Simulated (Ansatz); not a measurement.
# H₂O₂+ (quartet): from Hartree-Fock to the top rungs, cc-pVDZ

An exercise on one series of results from a longer session: the logs are not shown, and one member is left open.

Method: cc-pVDZ, core rule «outside noble gas», up to 2 orbitals frozen; program: Ansatz 0.2.0, Gaussian basis.

The runs, in order: UHF; CCSD(T) on ROHF; CCSD(T) on UHF; BCCD(T) on ROHF; CISD; CCSDT(Q) on ROHF; CCSDT(Q) on UHF; CASSCF and MRCISD+Q, 13 electrons in 10 orbitals; CASSCF and NEVPT2, 13 electrons in 10 orbitals.

21 further runs of the same task are left out: 7 that didn't finish, 14 set aside as unsound or not needed.

## What is computed

The geometry is a PBE0/def2-TZVP stationary point (not a proven minimum) of the parent state, kept for this charge and spin.

4 atoms, charge 1, spin multiplicity 4.

Atoms are counted from 1 here; the program's logs count them from 0.

Bond lengths: O1–H3 0.969 Å, O2–H4 0.969 Å.

Set-up of the first run:

The input, in.yaml:

```yaml
crystal:
  periodic: [false, false, false]
  atoms:
    - {symbol: O, position_ang: [0.000000, -0.114833, 0.934723]}
    - {symbol: O, position_ang: [0.000000, 0.114833, -0.934723]}
    - {symbol: H, position_ang: [0.000000, 0.851694, 1.008223]}
    - {symbol: H, position_ang: [0.000000, -0.851694, -1.008223]}
basis:
  gaussian: {orbitals: cc-pVDZ}
total_charge: 1
magnetization: {spin_polarized: true, initial_magnetization: 3}
hamiltonian: {xc: hf}
output: {orbitals: {seedname: orbitals}}
```

Run with:

```
ansatz run in.yaml --threads 1 --pin off --events-out ev --progress --plain --max-ram 2393MiB
```

Steps of the session up to this table: UHF; CCSD(T) on ROHF; CCSD(T) on UHF; BCCD(T) on ROHF; CISD; CCSDT(Q) on ROHF; CCSDT(Q) on UHF; CASSCF and MRCISD+Q, 13 electrons in 10 orbitals; CASSCF and NEVPT2, 13 electrons in 10 orbitals.

One table of the session follows, with a row left open; its other results are not shown here.

```
          method  from RCCSDT(Q) (kcal/mol)
            ROHF                    +213.84
             UHF                    +200.46
            RMP2                     +19.77
            UMP2                     +23.14
            CISD                          ?
           RCCSD                      +4.05
           UCCSD                      +3.69
        RCCSD(T)                      +0.74
        UCCSD(T)                      +0.66
         BCCD(T)                      +0.73
          RCCSDT                      +0.41
          UCCSDT                      +0.33
       RCCSDT(Q)                          0
       UCCSDT(Q)                      -0.05
  CASSCF valence                    +173.46
  NEVPT2 valence                     +25.60
  MRCISD valence                     +11.26
MRCISD+Q valence                      +0.74
```

Q: Estimate the row for CISD from the others.

**Answer.** from RCCSDT(Q) (kcal/mol): +16.71. In the column «from RCCSDT(Q) (kcal/mol)» it lies between MRCISD valence (+11.26) and RMP2 (+19.77).

The program flags RCCSD(T), UCCSD(T), BCCD(T), RCCSDT(Q), UCCSDT(Q) as in doubt (see the logs), so the zero of the table is itself unsure.

To keep in mind: The report flags that the cluster equations may have other roots. The program flags RCCSD(T), UCCSD(T), BCCD(T), RCCSDT(Q), UCCSDT(Q) as in doubt, so the zero of the table is itself unsure. Restricted and unrestricted rows rest on different reference determinants; where their highest levels disagree by more than a few hundredths of an eV, they describe different states and don't form one ladder.
